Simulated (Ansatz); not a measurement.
Worked example: the enthalpy of formation of PF3 (phosphorus trifluoride)

The species is PF3 (4 atoms), meant as a singlet with charge 0. SMILES: `FP(F)F`. Geometry: relaxed at PBE0-D4/def2-TZVP.

Total energies at B2PLYP/6-311+G**, 8 core orbitals frozen (Ansatz 0.2.0); the atoms run unrestricted:

```
species    state  energy (Eh)
    PF3  singlet  -640.741909
      F  doublet   -99.696755
      P  quartet  -341.135542
```

Harmonic wavenumbers at PBE0-D4/def2-TZVP, in cm⁻¹: 342, 342, 482, 867, 867, 899.

Measured heats of formation of the gaseous atoms at 298.15 K, in kJ/mol: F 79.4, P 316.4. Spin-orbit lowering of the atoms at 298 K (mean of the ground term's levels less their thermal mean, from spectra), in kJ/mol: F 1.29. Take 1 Eh = 2625.50 kJ/mol, 1 cm⁻¹ = 0.0119627 kJ/mol, RT = 2.479 kJ/mol.

Task: What heat of formation follows?

Result: 
1. Electronic atomisation energy: 3 × (-99.696755) + (-341.135542) − (-640.741909) = 0.516102 Eh = 1355.0 kJ/mol.
2. Zero-point energy: half the sum of the wavenumbers, 1899.5 cm⁻¹ = 22.7 kJ/mol.
3. Thermal vibrational enthalpy, Σ hcν̃/(exp(hcν̃/kT) − 1): 3.0 kJ/mol. Translation, rotation and pV of a non-linear molecule: 4 RT = 9.9 kJ/mol.
4. The 4 free atoms carry 5/2 RT each: 24.8 kJ/mol.
5. Spin-orbit coupling lowers the free atoms by 3 × 1.29 = 3.9 kJ/mol.
6. Atomisation enthalpy at 298 K: 1355.0 − 3.9 − 22.7 − 3.0 − 9.9 + 24.8 = 1340.3 kJ/mol.
7. Sum of the atoms' heats of formation: 554.6 kJ/mol. Heat of formation: 554.6 − 1340.3 = -785.7 kJ/mol.

The tabulated value is -958.4 kJ/mol (NIST-JANAF tables), so this level is off by +172.7 kJ/mol, or 11.4 % of the atomisation enthalpy that the table implies (1513.0 kJ/mol). Anharmonicity and any spin-orbit splitting of the molecule are left out, and so is core correlation.
